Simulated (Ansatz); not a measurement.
Cost and result for the atomization energy of C3H6FNO, SMILES `C/N=C(\F)OC` (12 atoms, 11 bonds).

```xyz
12

C     2.040   -0.069   -0.184
N     0.628    0.184   -0.049
C    -0.187   -0.757   -0.010
F     0.116   -2.053   -0.083
O    -1.498   -0.655    0.110
C    -1.995    0.675    0.201
H     2.410    0.433   -1.081
H     2.303   -1.129   -0.244
H     2.566    0.372    0.667
H    -3.074    0.578    0.294
H    -1.732    1.241   -0.694
H    -1.575    1.179    1.073
```

Charge 0, multiplicity 1. Geometry: relaxed with PBE0-D4/def2-TZVP. Program: Ansatz. All runs use 4 threads of an Intel Xeon 6975P-C on a shared host. Times are those of one run each, without the atoms' runs, and a repeat can differ threefold. Electronic energies, without spin–orbit coupling; frozen cores. CCSD(T)/CBS adds CCSD(T) − MP2 in def2-TZVPP to the MP2 limit, and its time is that of the two runs behind it. T1 = 0.012. B3LYP takes the VWN-RPA correlation (the form of Gaussian; ORCA's B3LYP/G).

CCSD(T)/CBS is a level of theory with its own doubt, some kJ/mol a heavy atom from the limit and from the frozen cores, so smaller differences don't rank the functionals.

```
                             level  functions  wall time
                PBE0-D4/def2-TZVPP        270      1.6 s
               BHLYP-D4/def2-TZVPP        270      1.6 s
r2SCAN-D4/def2-TZVPP (with forces)        270      2.1 s
 B3LYP-D4/def2-TZVPP (with forces)        270      2.5 s
                 B2PLYP/def2-TZVPP        270        3 s
                  CCSD(T)/def2-SVP        114      3.1 s
               PBE-QIDH/def2-TZVPP        270      3.3 s
                ωB97X-V/def2-TZVPP        270      3.5 s
                 B97M-V/def2-TZVPP        270      3.6 s
  ωB97M-V/def2-TZVPP (with forces)        270      4.8 s
                    MP2/def2-QZVPP        522       15 s
                CCSD(T)/def2-TZVPP        270       65 s
                 CCSD(T)/CBS(def2)          –       80 s
```

What atomization energy does each give, and how far from CCSD(T)/CBS? (An estimate is asked.)

The calculation gave: 
| level | atomization (kcal/mol) | difference from CCSD(T)/CBS | per bond |
| --- | --- | --- | --- |
| PBE0-D4/def2-TZVPP | 1154.8 | 11.3 | 1.0 |
| BHLYP-D4/def2-TZVPP | 1100.7 | -42.8 | -3.9 |
| r2SCAN-D4/def2-TZVPP (with forces) | 1150.2 | 6.7 | 0.6 |
| B3LYP-D4/def2-TZVPP (with forces) | 1148.6 | 5.1 | 0.5 |
| B2PLYP/def2-TZVPP | 1136.3 | -7.2 | -0.7 |
| CCSD(T)/def2-SVP | 1088.8 | -54.7 | -5.0 |
| PBE-QIDH/def2-TZVPP | 1138.5 | -5.0 | -0.5 |
| ωB97X-V/def2-TZVPP | 1150.4 | 6.9 | 0.6 |
| B97M-V/def2-TZVPP | 1147.1 | 3.6 | 0.3 |
| ωB97M-V/def2-TZVPP (with forces) | 1151.2 | 7.7 | 0.7 |
| MP2/def2-QZVPP | 1158.1 | 14.6 | 1.3 |
| CCSD(T)/def2-TZVPP | 1112.6 | -30.9 | -2.8 |
| CCSD(T)/CBS(def2) | 1143.5 | 0.0 | 0.0 |

The D4 term adds +7.5 kcal/mol with B3LYP and +4.0 kcal/mol with PBE0; it sums over pairs of atoms, weighted by their polarisabilities, and B3LYP, whose exchange is more repulsive, gets the larger term. In def2-TZVPP, CCSD(T) changes the Hartree–Fock value by +317.4 kcal/mol (the triples alone add +21.0 kcal/mol) and MP2 by +344.6 kcal/mol; breaking electron pairs costs correlation energy, which Hartree–Fock lacks. From PBE to PBE0 (25 % exact exchange), in def2-TZVPP and without D4, the atomization energy moves by −32.8 kcal/mol: exact exchange takes away binding that semilocal exchange gives to molecules.
